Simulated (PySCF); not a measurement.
C3H2OS.
Bonds: O1–C2 (double), C2–C3, C3–C4 (double), C4–S5, C2–C4. Hydrogens: H6 on C3; H7 on S5.

Method: PBE0-D3(BJ)/def2-SVP geometry optimisation, gas phase (PySCF 2.14.0); density fitting, grid level 1; the optimiser is geomeTRIC in internal coordinates, started from a GFN2-xTB structure with every atom displaced at random (about 0.01 Å).

The end geometry, which sets the zero of energy:
```
atom  x, y, z in Å
O1     -0.9992    1.9280    0.4184
C2     -0.6939    0.7746    0.3164
C3     -0.8980   -0.6135    0.4990
C4      0.2469   -0.2399   -0.1229
S5      1.6852   -0.8166   -0.8438
H6     -1.4802   -1.4658    0.8535
H7      2.1701    0.4037   -1.1655
```

Question: These geometries come from the run, each turned onto the end geometry. Order them by energy, lowest first.
A.
```
atom  x, y, z in Å
O1     -0.9726    1.8930    0.4052
C2     -0.7130    0.7626    0.3260
C3     -0.9211   -0.6215    0.5084
C4      0.2768   -0.2351   -0.1355
S5      1.6754   -0.8031   -0.8457
H6     -1.4819   -1.4379    0.8565
H7      2.1673    0.4127   -1.1597
```
B.
```
atom  x, y, z in Å
O1     -0.9820    1.9264    0.4156
C2     -0.6858    0.7707    0.3191
C3     -0.8954   -0.6162    0.5104
C4      0.2477   -0.2488   -0.1180
S5      1.7041   -0.8092   -0.8129
H6     -1.4978   -1.4650    0.8336
H7      2.1402    0.4129   -1.1926
```
C.
```
atom  x, y, z in Å
O1     -0.9712    1.9265    0.3878
C2     -0.6779    0.7674    0.3045
C3     -0.8807   -0.6140    0.5510
C4      0.2058   -0.2677   -0.1854
S5      1.6699   -0.8080   -0.8906
H6     -1.4831   -1.4671    0.8731
H7      2.1682    0.4336   -1.0853
```
D.
```
atom  x, y, z in Å
O1     -0.9763    1.9251    0.4126
C2     -0.6829    0.7688    0.3206
C3     -0.8936   -0.6173    0.5197
C4      0.2424   -0.2543   -0.1205
S5      1.7077   -0.8041   -0.8056
H6     -1.5032   -1.4641    0.8271
H7      2.1369    0.4164   -1.1989
```
E.
```
atom  x, y, z in Å
O1     -1.0000    1.9289    0.3903
C2     -0.6814    0.7747    0.2923
C3     -0.8696   -0.6049    0.5635
C4      0.1833   -0.2688   -0.2292
S5      1.6424   -0.8065   -0.9513
H6     -1.4603   -1.4682    0.9061
H7      2.2166    0.4154   -1.0167
```

Answer: B (0.005 eV), D (0.011 eV), C (0.046 eV), E (0.095 eV), A (0.200 eV).

In the order of the answer:

```
step  E above end (eV)  largest force (eV/Å)  rms force component (eV/Å)  rms distance from end (Å)  rms bond change (Å)  bond most changed (Å)
   4             0.005                  0.20                       0.064                      0.025                0.001           C2–C4 -0.002
   3             0.011                  0.32                       0.116                      0.032                0.002           C3–H6 -0.003
   2             0.046                  0.71                       0.228                      0.056                0.003           C2–C4 -0.005
   1             0.095                  1.03                       0.340                      0.096                0.005           C3–H6 +0.009
   0             0.200                  3.91                       1.635                      0.028                0.035           C3–C4 +0.058
```

What follows is the cost of the whole optimisation. Time: 24 s of wall time; peak memory 0.36 GiB. Hardware: one thread, AMD EPYC 7R43 (x86_64) (shared host).
